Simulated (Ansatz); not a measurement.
Rhodium, fcc: convergence with Gaussian smearing

Computed with Ansatz, PBE, scalar-relativistic PAW, on the relaxed cell (a = 3.832 Å; spin not included). Errors count from a run at 420 eV on a Γ-centred 23×23×23 mesh with Fermi-Dirac smearing of 0.1 eV, extrapolated to zero width. Fixed here: cutoff 420 eV, mesh 14×14×14. The SCF starts from atomic densities corrected by a trained network.

```
width (eV)  E(σ→0) error (meV/atom)  F error (meV/atom)  P (GPa)  SCF iterations
      0.01                     -0.6                -0.6    -0.38               6
      0.03                     -0.6                -0.8    -0.38               6
       0.1                     -0.8                -4.2    -0.36               6
       0.2                     -0.9               -13.6    -0.20               6
       0.6                      2.6              -128.3     2.14               6
       1.0                    -13.8              -353.5     5.82               6
```

Q: What does the run at 0.3 give (width)?

A: E(σ→0) error (meV/atom): 1.0; F error (meV/atom): -30.3; P (GPa): 0.19; SCF iterations: 6.
